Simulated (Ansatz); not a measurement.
Results of PBE0 (Ansatz, a program for electronic structure, PAW) for Sb2Os (Pnnm, No. 58).

Run with plane-wave cutoff 460 eV, 4×4×8 k mesh (along the axes of the cell as run), Fermi–Dirac smearing 0.01 eV, no spin polarisation, scalar-relativistic PAW data made under PBE.

Cell (measured lattice):

```cif
data_Os2Sb4
_chemical_formula_sum 'Os2 Sb4'
_space_group_name_H-M_alt 'P 1'
_space_group_IT_number 1
_cell_length_a 5.93810
_cell_length_b 6.69610
_cell_length_c 3.20440
_cell_angle_alpha 90.000
_cell_angle_beta 90.000
_cell_angle_gamma 90.000
loop_
_space_group_symop_operation_xyz
  'x, y, z'
loop_
_atom_site_label
_atom_site_type_symbol
_atom_site_fract_x
_atom_site_fract_y
_atom_site_fract_z
_atom_site_occupancy
Os1 Os 0.00000 0.00000 0.00000 1
Os2 Os 0.50000 0.50000 0.50000 1
Sb1 Sb 0.18045 0.35889 0.00000 1
Sb2 Sb 0.81955 0.64111 0.00000 1
Sb3 Sb 0.68045 0.14111 0.50000 1
Sb4 Sb 0.31955 0.85889 0.50000 1
```

Q: What does this level give for the band gap, smallest direct gap on the k points sampled and direct gap at Γ?

A: 
* **band gap**: 1.49 eV
* **smallest direct gap on the k points sampled**: 2.06 eV
* **direct gap at Γ**: 4.04 eV

Note: cell and atoms aren't relaxed at this level (largest force component 0.03 eV/Å).

Spin–orbit coupling is not included; with these elements it can move the gap by several tenths of an eV or more.

Computing time: very roughly 13 core-minutes.
